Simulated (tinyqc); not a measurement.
UHF in the sto-3g basis, for NH3, spin multiplicity 1, step by step (part 1 of 3). Computed by tinyqc, a small Python program that keeps every step (integrals from PySCF). Settings: charge = 0, multiplicity = 1, basis = sto-3g, energy threshold = 1e-10, iteration cap = 80, orthogonalisation = symmetric, start = core, DIIS depth = 4, DIIS from iteration = 3, method = UHF, break = 0.2. Command: `OMP_NUM_THREADS=1 python tinyqc.py 25642 25643 out.jsonl` (the two numbers bound the seeds that draw the settings). One thread of a shared host (Intel(R) Xeon(R) Processor @ 2.60GHz), about 0.2 s of CPU time with the checks. Later iterations appear only in the table of the cycle.

## One-electron integrals

Geometry (angstrom):
```
atom          x          y         z
N      0.000000   0.000000  0.169000
H      0.968000   0.000000  0.000000
H     -0.484000   0.838000  0.000000
H     -0.484000  -0.838000  0.000000
```

Basis sto-3g: exponents (1/bohr^2) and contraction coefficients of normalised primitives:
```
element  l (shell)   exponent  coefficient
N            s (1)  99.106169     0.154329
N            s (1)  18.052312     0.535328
N            s (1)   4.885660     0.444635
N            s (2)   3.780456    -0.099967
N            s (2)   0.878497     0.399513
N            s (2)   0.285714     0.700115
N            p (3)   3.780456     0.155916
N            p (3)   0.878497     0.607684
N            p (3)   0.285714     0.391957
H            s (1)   3.425251     0.154329
H            s (1)   0.623914     0.535328
H            s (1)   0.168855     0.444635
```

Overlap, kinetic and nuclear-attraction integrals over the contracted functions; the nuclear repulsion is the sum of Za Zb / Rab.

nuclear repulsion = 12.25810972 hartree

overlap S:
```
           1N 1s     1N 2s     1N 2px     1N 2py     1N 2pz      2H 1s      3H 1s      4H 1s
1N 1s   1.000000  0.235038   0.000000   0.000000   0.000000   0.062605   0.062645   0.062645
1N 2s   0.235038  1.000000   0.000000   0.000000   0.000000   0.513328   0.513497   0.513497
1N 2px  0.000000  0.000000   1.000000   0.000000   0.000000   0.442867  -0.221537  -0.221537
1N 2py  0.000000  0.000000   0.000000   1.000000   0.000000   0.000000   0.383570  -0.383570
1N 2pz  0.000000  0.000000   0.000000   0.000000   1.000000  -0.077319  -0.077355  -0.077355
2H 1s   0.062605  0.513328   0.442867   0.000000  -0.077319   1.000000   0.198201   0.198201
3H 1s   0.062645  0.513497  -0.221537   0.383570  -0.077355   0.198201   1.000000   0.198340
4H 1s   0.062645  0.513497  -0.221537  -0.383570  -0.077355   0.198201   0.198340   1.000000
```

kinetic energy T (hartree):
```
            1N 1s      1N 2s     1N 2px     1N 2py     1N 2pz      2H 1s      3H 1s      4H 1s
1N 1s   21.990753  -0.128416   0.000000   0.000000   0.000000  -0.004295  -0.004276  -0.004276
1N 2s   -0.128416   0.606994   0.000000   0.000000   0.000000   0.135211   0.135326   0.135326
1N 2px   0.000000   0.000000   1.899358   0.000000   0.000000   0.300644  -0.150459  -0.150459
1N 2py   0.000000   0.000000   0.000000   1.899358   0.000000   0.000000   0.260506  -0.260506
1N 2pz   0.000000   0.000000   0.000000   0.000000   1.899358  -0.052489  -0.052536  -0.052536
2H 1s   -0.004295   0.135211   0.300644   0.000000  -0.052489   0.760032  -0.001606  -0.001606
3H 1s   -0.004276   0.135326  -0.150459   0.260506  -0.052536  -0.001606   0.760032  -0.001585
4H 1s   -0.004276   0.135326  -0.150459  -0.260506  -0.052536  -0.001606  -0.001585   0.760032
```

nuclear attraction V (hartree):
```
             1N 1s      1N 2s     1N 2px     1N 2py     1N 2pz      2H 1s      3H 1s      4H 1s
1N 1s   -47.801831  -5.812736   0.000013   0.000000   0.008674  -1.589708  -1.590729  -1.590729
1N 2s    -5.812736  -8.439422   0.000126   0.000000   0.098068  -3.619435  -3.620968  -3.620968
1N 2px    0.000013   0.000126  -8.447120   0.000000  -0.000025  -2.847750   1.424749   1.424749
1N 2py    0.000000   0.000000   0.000000  -8.447113   0.000000   0.000000  -2.466744   2.466744
1N 2pz    0.008674   0.098068  -0.000025   0.000000  -8.257941   0.525150   0.525452   0.525452
2H 1s    -1.589708  -3.619435  -2.847750   0.000000   0.525150  -5.502398  -1.217891  -1.217891
3H 1s    -1.590729  -3.620968   1.424749  -2.466744   0.525452  -1.217891  -5.503344  -1.218778
4H 1s    -1.590729  -3.620968   1.424749   2.466744   0.525452  -1.217891  -1.218778  -5.503344
```

core Hamiltonian H = T + V (hartree):
```
             1N 1s      1N 2s     1N 2px     1N 2py     1N 2pz      2H 1s      3H 1s      4H 1s
1N 1s   -25.811078  -5.941153   0.000013   0.000000   0.008674  -1.594003  -1.595004  -1.595004
1N 2s    -5.941153  -7.832428   0.000126   0.000000   0.098068  -3.484223  -3.485642  -3.485642
1N 2px    0.000013   0.000126  -6.547761   0.000000  -0.000025  -2.547106   1.274290   1.274290
1N 2py    0.000000   0.000000   0.000000  -6.547755   0.000000   0.000000  -2.206239   2.206239
1N 2pz    0.008674   0.098068  -0.000025   0.000000  -6.358583   0.472661   0.472915   0.472915
2H 1s    -1.594003  -3.484223  -2.547106   0.000000   0.472661  -4.742366  -1.219497  -1.219497
3H 1s    -1.595004  -3.485642   1.274290  -2.206239   0.472915  -1.219497  -4.743312  -1.220363
4H 1s    -1.595004  -3.485642   1.274290   2.206239   0.472915  -1.219497  -1.220363  -4.743312
```

## Two-electron integrals

Functions are numbered as in S; the eight-fold symmetry (ij|kl) = (ji|kl) = (kl|ij) leaves the list below.

Two-electron integrals (ij|kl) in chemists' order, unique and non-zero (hartree):
```
(11|11) 4.166630    (21|11) 0.640849    (21|21) 0.117461    (22|11) 0.969864
(22|21) 0.220936    (22|22) 0.708245    (31|31) 0.020960    (32|31) 0.032452
(32|32) 0.156449    (33|11) 0.967124    (33|21) 0.220977    (33|22) 0.708086
(33|33) 0.762805    (41|41) 0.020960    (42|41) 0.032452    (42|42) 0.156449
(43|43) 0.041119    (44|11) 0.967124    (44|21) 0.220977    (44|22) 0.708086
(44|33) 0.680568    (44|44) 0.762805    (51|51) 0.020960    (52|51) 0.032452
(52|52) 0.156449    (53|53) 0.041119    (54|54) 0.041119    (55|11) 0.967124
(55|21) 0.220977    (55|22) 0.708086    (55|33) 0.680568    (55|44) 0.680568
(55|55) 0.762805    (61|11) 0.173332    (61|21) 0.031496    (61|22) 0.058835
(61|31) 0.001629    (61|32) 0.003041    (61|33) 0.059120    (61|44) 0.058689
(61|51) -0.000284   (61|52) -0.000531   (61|53) -0.000075   (61|55) 0.058702
(61|61) 0.008588    (62|11) 0.392410    (62|21) 0.090368    (62|22) 0.316406
(62|31) 0.007425    (62|32) 0.054627    (62|33) 0.327974    (62|44) 0.310209
(62|51) -0.001296   (62|52) -0.009537   (62|53) -0.003102   (62|55) 0.310750
(62|61) 0.024857    (62|62) 0.174962    (63|11) 0.292862    (63|21) 0.068338
(63|22) 0.254771    (63|31) 0.014494    (63|32) 0.095598    (63|33) 0.278755
(63|44) 0.242433    (63|51) -0.000863   (63|52) -0.007263   (63|53) -0.004379
(63|55) 0.242855    (63|61) 0.019696    (63|62) 0.169321    (63|63) 0.185560
(64|41) 0.009550    (64|42) 0.053997    (64|43) 0.011241    (64|54) -0.001962
(64|64) 0.024151    (65|11) -0.051130   (65|21) -0.011931   (65|22) -0.044480
(65|31) -0.000863   (65|32) -0.007263   (65|33) -0.044742   (65|44) -0.042326
(65|51) 0.009701    (65|52) 0.055265    (65|53) 0.011662    (65|55) -0.046324
(65|61) -0.003439   (65|62) -0.029561   (65|63) -0.028180   (65|65) 0.029071
(66|11) 0.519926    (66|21) 0.121659    (66|22) 0.483602    (66|31) 0.013496
(66|32) 0.132084    (66|33) 0.526843    (66|44) 0.460695    (66|51) -0.002356
(66|52) -0.023060   (66|53) -0.011549   (66|55) 0.462711    (66|61) 0.033904
(66|62) 0.327659    (66|63) 0.356432    (66|65) -0.062228   (66|66) 0.774606
(71|11) 0.173442    (71|21) 0.031516    (71|22) 0.058872    (71|31) -0.000815
(71|32) -0.001522   (71|33) 0.058834    (71|41) 0.001412    (71|42) 0.002635
(71|43) -0.000187   (71|44) 0.059050    (71|51) -0.000285   (71|52) -0.000531
(71|53) 0.000038    (71|54) -0.000065   (71|55) 0.058739    (71|61) 0.008392
(71|62) 0.023733    (71|63) 0.017513    (71|64) 0.000754    (71|65) -0.003286
(71|66) 0.031771    (71|71) 0.008599    (72|11) 0.392578    (72|21) 0.090406
(72|22) 0.316530    (72|31) -0.003715   (72|32) -0.027329   (72|33) 0.314776
(72|41) 0.006432    (72|42) 0.047318    (72|43) -0.007696   (72|44) 0.323656
(72|51) -0.001297   (72|52) -0.009543   (72|53) 0.001552    (72|54) -0.002687
(72|55) 0.310873    (72|61) 0.023728    (72|62) 0.134935    (72|63) 0.100182
(72|64) 0.015372    (72|65) -0.022141   (72|66) 0.203703    (72|71) 0.024883
(72|72) 0.175086    (73|11) -0.146516   (73|21) -0.034189   (73|22) -0.127455
(73|31) 0.010792    (73|32) 0.064430    (73|33) -0.134262   (73|41) -0.002142
(73|42) -0.018020   (73|43) 0.012736    (73|44) -0.126474   (73|51) 0.000432
(73|52) 0.003634    (73|53) -0.002568   (73|54) 0.001047    (73|55) -0.121494
(73|61) -0.008103   (73|62) -0.036784   (73|63) -0.010298   (73|64) -0.003226
(73|65) 0.005876    (73|66) -0.040659   (73|71) -0.009860   (73|72) -0.084734
(73|73) 0.064565    (74|11) 0.253678    (74|21) 0.059195    (74|22) 0.220677
(74|31) -0.002142   (74|32) -0.018020   (74|33) 0.212988    (74|41) 0.013264
(74|42) 0.085223    (74|43) -0.010815   (74|44) 0.238453    (74|51) -0.000748
(74|52) -0.006292   (74|53) 0.001047    (74|54) -0.003776   (74|55) 0.210355
(74|61) 0.015537    (74|62) 0.094428    (74|63) 0.069382    (74|64) 0.027908
(74|65) -0.015180   (74|66) 0.142798    (74|71) 0.017072    (74|72) 0.146708
(74|73) -0.069937   (74|74) 0.145261    (75|11) -0.051159   (75|21) -0.011938
(75|22) -0.044504   (75|31) 0.000432    (75|32) 0.003634    (75|33) -0.042953
(75|41) -0.000748   (75|42) -0.006292   (75|43) 0.001047    (75|44) -0.044161
(75|51) 0.009706    (75|52) 0.055291    (75|53) -0.005835   (75|54) 0.010103
(75|55) -0.046350   (75|61) -0.003285   (75|62) -0.022143   (75|63) -0.016088
(75|64) -0.002503   (75|65) 0.021337    (75|66) -0.036099   (75|71) -0.003443
(75|72) -0.029587   (75|73) 0.014104    (75|74) -0.024420   (75|75) 0.029096
(76|11) 0.128700    (76|21) 0.029773    (76|22) 0.109361    (76|31) 0.001013
(76|32) 0.008175    (76|33) 0.110061    (76|41) 0.001755    (76|42) 0.014158
(76|43) 0.000441    (76|44) 0.110569    (76|51) -0.000708   (76|52) -0.005710
(76|53) -0.000692   (76|54) -0.001198   (76|55) 0.107345    (76|61) 0.008045
(76|62) 0.056232    (76|63) 0.050296    (76|64) 0.005831    (76|65) -0.010545
(76|66) 0.101172    (76|71) 0.008050    (76|72) 0.056250    (76|73) -0.020107
(76|74) 0.046478    (76|75) -0.010549   (76|76) 0.021480    (77|11) 0.520048
(77|21) 0.121687    (77|22) 0.483687    (77|31) -0.006752   (77|32) -0.066073
(77|33) 0.477325    (77|41) 0.011691    (77|42) 0.114398    (77|43) -0.028653
(77|44) 0.510386    (77|51) -0.002358   (77|52) -0.023071   (77|53) 0.005778
(77|54) -0.010005   (77|55) 0.462794    (77|61) 0.031759    (77|62) 0.203657
(77|63) 0.143980    (77|64) 0.036200    (77|65) -0.036088   (77|66) 0.312232
(77|71) 0.033933    (77|72) 0.327794    (77|73) -0.178319   (77|74) 0.308742
(77|75) -0.062264   (77|76) 0.101172    (77|77) 0.774606    (81|11) 0.173442
(81|21) 0.031516    (81|22) 0.058872    (81|31) -0.000815   (81|32) -0.001522
(81|33) 0.058834    (81|41) -0.001412   (81|42) -0.002635   (81|43) 0.000187
(81|44) 0.059050    (81|51) -0.000285   (81|52) -0.000531   (81|53) 0.000038
(81|54) 0.000065    (81|55) 0.058739    (81|61) 0.008392    (81|62) 0.023733
(81|63) 0.017513    (81|64) -0.000754   (81|65) -0.003286   (81|66) 0.031771
(81|71) 0.008398    (81|72) 0.023744    (81|73) -0.009415   (81|74) 0.014793
(81|75) -0.003288   (81|76) 0.007749    (81|77) 0.031779    (81|81) 0.008599
(82|11) 0.392578    (82|21) 0.090406    (82|22) 0.316530    (82|31) -0.003715
(82|32) -0.027329   (82|33) 0.314776    (82|41) -0.006432   (82|42) -0.047318
(82|43) 0.007696    (82|44) 0.323656    (82|51) -0.001297   (82|52) -0.009543
(82|53) 0.001552    (82|54) 0.002687    (82|55) 0.310873    (82|61) 0.023728
(82|62) 0.134935    (82|63) 0.100182    (82|64) -0.015372   (82|65) -0.022141
(82|66) 0.203703    (82|71) 0.023744    (82|72) 0.134995    (82|73) -0.063446
(82|74) 0.079089    (82|75) -0.022154   (82|76) 0.045157    (82|77) 0.203753
(82|81) 0.024883    (82|82) 0.175086    (83|11) -0.146516   (83|21) -0.034189
(83|22) -0.127455   (83|31) 0.010792    (83|32) 0.064430    (83|33) -0.134262
(83|41) 0.002142    (83|42) 0.018020    (83|43) -0.012736   (83|44) -0.126474
(83|51) 0.000432    (83|52) 0.003634    (83|53) -0.002568   (83|54) -0.001047
(83|55) -0.121494   (83|61) -0.008103   (83|62) -0.036784   (83|63) -0.010298
(83|64) 0.003226    (83|65) 0.005876    (83|66) -0.040659   (83|71) -0.009415
(83|72) -0.063446   (83|73) 0.047047    (83|74) -0.036325   (83|75) 0.010219
(83|76) -0.015862   (83|77) -0.103415   (83|81) -0.009860   (83|82) -0.084734
(83|83) 0.064565    (84|11) -0.253678   (84|21) -0.059195   (84|22) -0.220677
(84|31) 0.002142    (84|32) 0.018020    (84|33) -0.212988   (84|41) 0.013264
(84|42) 0.085223    (84|43) -0.010815   (84|44) -0.238453   (84|51) 0.000748
(84|52) 0.006292    (84|53) -0.001047   (84|54) -0.003776   (84|55) -0.210355
(84|61) -0.015537   (84|62) -0.094428   (84|63) -0.069382   (84|64) 0.027908
(84|65) 0.015180    (84|66) -0.142798   (84|71) -0.014793   (84|72) -0.079089
(84|73) 0.036325    (84|74) -0.029383   (84|75) 0.012684    (84|76) -0.027463
(84|77) -0.106608   (84|81) -0.017072   (84|82) -0.146708   (84|83) 0.069937
(84|84) 0.145261    (85|11) -0.051159   (85|21) -0.011938   (85|22) -0.044504
(85|31) 0.000432    (85|32) 0.003634    (85|33) -0.042953   (85|41) 0.000748
(85|42) 0.006292    (85|43) -0.001047   (85|44) -0.044161   (85|51) 0.009706
(85|52) 0.055291    (85|53) -0.005835   (85|54) -0.010103   (85|55) -0.046350
(85|61) -0.003285   (85|62) -0.022143   (85|63) -0.016088   (85|64) 0.002503
(85|65) 0.021337    (85|66) -0.036099   (85|71) -0.003288   (85|72) -0.022154
(85|73) 0.010219    (85|74) -0.012684   (85|75) 0.021349    (85|76) -0.008222
(85|77) -0.036110   (85|81) -0.003443   (85|82) -0.029587   (85|83) 0.014104
(85|84) 0.024420    (85|85) 0.029096    (86|11) 0.128700    (86|21) 0.029773
(86|22) 0.109361    (86|31) 0.001013    (86|32) 0.008175    (86|33) 0.110061
(86|41) -0.001755   (86|42) -0.014158   (86|43) -0.000441   (86|44) 0.110569
(86|51) -0.000708   (86|52) -0.005710   (86|53) -0.000692   (86|54) 0.001198
(86|55) 0.107345    (86|61) 0.008045    (86|62) 0.056232    (86|63) 0.050296
(86|64) -0.005831   (86|65) -0.010545   (86|66) 0.101172    (86|71) 0.007749
(86|72) 0.045157    (86|73) -0.015862   (86|74) 0.027463    (86|75) -0.008222
(86|76) 0.017714    (86|77) 0.067813    (86|81) 0.008050    (86|82) 0.056250
(86|83) -0.020107   (86|84) -0.046478   (86|85) -0.010549   (86|86) 0.021480
(87|11) 0.128791    (87|21) 0.029794    (87|22) 0.109439    (87|31) -0.002028
(87|32) -0.016366   (87|33) 0.110905    (87|44) 0.109882    (87|51) -0.000708
(87|52) -0.005715   (87|53) 0.001385    (87|55) 0.107421    (87|61) 0.007750
(87|62) 0.045170    (87|63) 0.031727    (87|65) -0.008223   (87|66) 0.067847
(87|71) 0.008056    (87|72) 0.056294    (87|73) -0.030236   (87|74) 0.040676
(87|75) -0.010558   (87|76) 0.017725    (87|77) 0.101257    (87|81) 0.008056
(87|82) 0.056294    (87|83) -0.030236   (87|84) -0.040676   (87|85) -0.010558
(87|86) 0.017725    (87|87) 0.021512    (88|11) 0.520048    (88|21) 0.121687
(88|22) 0.483687    (88|31) -0.006752   (88|32) -0.066073   (88|33) 0.477325
(88|41) -0.011691   (88|42) -0.114398   (88|43) 0.028653    (88|44) 0.510386
(88|51) -0.002358   (88|52) -0.023071   (88|53) 0.005778    (88|54) 0.010005
(88|55) 0.462794    (88|61) 0.031759    (88|62) 0.203657    (88|63) 0.143980
(88|64) -0.036200   (88|65) -0.036088   (88|66) 0.312232    (88|71) 0.031779
(88|72) 0.203753    (88|73) -0.103415   (88|74) 0.106608    (88|75) -0.036110
(88|76) 0.067813    (88|77) 0.312314    (88|81) 0.033933    (88|82) 0.327794
(88|83) -0.178319   (88|84) -0.308742   (88|85) -0.062264   (88|86) 0.101172
(88|87) 0.101257    (88|88) 0.774606
```

## Orthogonalisation

S = U s U^T; symmetric (Loewdin) form X = U s^(-1/2) U^T, so that X^T S X = 1.

eigenvalues of S: 0.259278  0.349389  0.349466  0.949510  1.022754  1.452270  1.452380  2.164952

X:
```
            1N 1s      1N 2s     1N 2px     1N 2py     1N 2pz      2H 1s      3H 1s      4H 1s
1N 1s    1.025361  -0.158293   0.000008   0.000000   0.005377   0.023447   0.023451   0.023451
1N 2s   -0.158293   1.455664  -0.000146   0.000000  -0.064163  -0.345874  -0.346109  -0.346109
1N 2px   0.000008  -0.000146   1.183267   0.000000   0.000025  -0.346039   0.173132   0.173132
1N 2py   0.000000   0.000000   0.000000   1.183287   0.000000   0.000000  -0.299787   0.299787
1N 2pz   0.005377  -0.064163   0.000025   0.000000   1.009485   0.051275   0.051319   0.051319
2H 1s    0.023447  -0.345874  -0.346039   0.000000   0.051275   1.281332  -0.056703  -0.056703
3H 1s    0.023451  -0.346109   0.173132  -0.299787   0.051319  -0.056703   1.281574  -0.056729
4H 1s    0.023451  -0.346109   0.173132   0.299787   0.051319  -0.056703  -0.056729   1.281574
```

## Starting guess

The start is the orbitals of the core Hamiltonian, with HOMO and LUMO mixed by +/-0.2 rad for the two spins; D(s) = C_occ C_occ^T for each spin.

D(alpha) at the start:
```
            1N 1s      1N 2s     1N 2px     1N 2py     1N 2pz      2H 1s      3H 1s      4H 1s
1N 1s    1.072007  -0.344697   0.000027   0.004628   0.017341   0.049217   0.040576   0.057910
1N 2s   -0.344697   1.634562  -0.000221  -0.020053  -0.109848  -0.225403  -0.188002  -0.263106
1N 2px   0.000027  -0.000221   1.313188   0.000001   0.000043  -0.296066   0.148141   0.148144
1N 2py   0.004628  -0.020053   0.000001   1.323719  -0.098611  -0.000477  -0.276667   0.275711
1N 2pz   0.017341  -0.109848   0.000043  -0.098611   0.979219   0.046669   0.231368  -0.137954
2H 1s    0.049217  -0.225403  -0.296066  -0.000477   0.046669   0.098873  -0.000372  -0.002160
3H 1s    0.040576  -0.188002   0.148141  -0.276667   0.231368  -0.000372   0.137655  -0.038150
4H 1s    0.057910  -0.263106   0.148144   0.275711  -0.137954  -0.002160  -0.038150   0.134074
```

D(beta) at the start:
```
            1N 1s      1N 2s     1N 2px     1N 2py     1N 2pz      2H 1s      3H 1s      4H 1s
1N 1s    1.072007  -0.344697   0.000027  -0.004628   0.017341   0.049217   0.057910   0.040576
1N 2s   -0.344697   1.634562  -0.000221   0.020053  -0.109848  -0.225403  -0.263106  -0.188002
1N 2px   0.000027  -0.000221   1.313188  -0.000001   0.000043  -0.296066   0.148144   0.148141
1N 2py  -0.004628   0.020053  -0.000001   1.323719   0.098611   0.000477  -0.275711   0.276667
1N 2pz   0.017341  -0.109848   0.000043   0.098611   0.979219   0.046669  -0.137954   0.231368
2H 1s    0.049217  -0.225403  -0.296066   0.000477   0.046669   0.098873  -0.002160  -0.000372
3H 1s    0.057910  -0.263106   0.148144  -0.275711  -0.137954  -0.002160   0.134074  -0.038150
4H 1s    0.040576  -0.188002   0.148141   0.276667   0.231368  -0.000372  -0.038150   0.137655
```
